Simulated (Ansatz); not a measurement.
The input, for Ansatz 0.2.0:

```yaml
crystal:
  periodic: [false, false, false]
  atoms:
    - {symbol: Sb, position_ang: [0.000000, -0.019793, 0.000000]}
    - {symbol: H, position_ang: [0.000000, 1.195507, 1.229100]}
    - {symbol: H, position_ang: [0.000000, 1.195507, -1.229100]}
basis:
  gaussian: {orbitals: def2-SVPD}
magnetization: {spin_polarized: true, initial_magnetization: 1}
correlation: {method: ccsdtq, electrons: outside_noble_gas}
```

```sh
$ ansatz run in.yaml --threads 2 --pin off --events-out ev --progress --plain --max-ram 24576MiB --backend cuda --devices 0, --max-vram 18GiB
```

The program prints:

```
994 factors; integrals over basis functions are off by at most 2.2e-7 eV
mean field evaluation 1: about -6541.0927 eV, gradient 5.1e0 eV
mean field evaluation 2: about -6541.1015 eV, gradient 5.2e0 eV
mean field evaluation 4: about -6541.4635 eV, gradient 5.2e-1 eV
mean field evaluation 8: about -6541.4689 eV, gradient 2.3e-3 eV
mean field evaluation 16: about -6541.4685 eV, gradient 9.6e-2 eV
mean field evaluation 32: about -6538.4858 eV, gradient 1.8e-4 eV
mean field -6541.46891981 eV, -240.3945488362 hartree, gradient 9.4e-6 eV, S^2 0.765878; 1 other end points of the search recorded, 0 dependent functions left out
determinant -6541.46891981 eV, -240.3945488362 hartree, with singles and doubles -6544.61965797 eV, -240.5103363277 hartree
determinant -6538.48577037 eV, -240.2849201161 hartree, with singles and doubles -6541.72974772 eV, -240.4041340852 hartree
9 core orbitals not correlated: weight in the atoms' cores, before any rotation towards them, 0.999 or more for the frozen orbitals, at most 0.000 for the correlated occupied ones
reference -6541.46891981 eV, -240.3945488362 hartree; 4, 3 occupied and 35, 36 virtual orbitals, 994 factors
second order -2.47723756 eV of doubles, -0.00000000 eV of singles
cycle   1  -2.94425009 eV  change   -4.7e-1 eV  update   6.4e-2
cycle   2  -3.22076835 eV  change   -2.8e-1 eV  update   2.9e-2
cycle   3  -3.23704033 eV  change   -1.6e-2 eV  update   9.3e-3
cycle   4  -3.24238784 eV  change   -5.3e-3 eV  update   4.2e-3
cycle   5  -3.24299735 eV  change   -6.1e-4 eV  update   1.5e-3
cycle   6  -3.24223936 eV  change    7.6e-4 eV  update   8.2e-4
cycle   7  -3.24248269 eV  change   -2.4e-4 eV  update   4.0e-4
cycle   8  -3.24277829 eV  change   -3.0e-4 eV  update   1.5e-4
cycle   9  -3.24274768 eV  change    3.1e-5 eV  update   6.3e-5
cycle  10  -3.24272409 eV  change    2.4e-5 eV  update   2.3e-5
cycle  11  -3.24272484 eV  change   -7.5e-7 eV  update   9.7e-6
cycle  12  -3.24272956 eV  change   -4.7e-6 eV  update   4.5e-6
cycle  13  -3.24273204 eV  change   -2.5e-6 eV  update   1.9e-6
cycle  14  -3.24273090 eV  change    1.1e-6 eV  update   9.3e-7
cycle  15  -3.24273002 eV  change    8.9e-7 eV  update   4.0e-7
cycle  16  -3.24272995 eV  change    6.3e-8 eV  update   1.7e-7
Total energy: -6544.71164977 eV, -240.5137169640 hartree
```

Ran on 2 threads of AMD EPYC 7R13 with a shared H100 80 GB, shared host: 20 s wall, 0.84 GiB peak host memory.
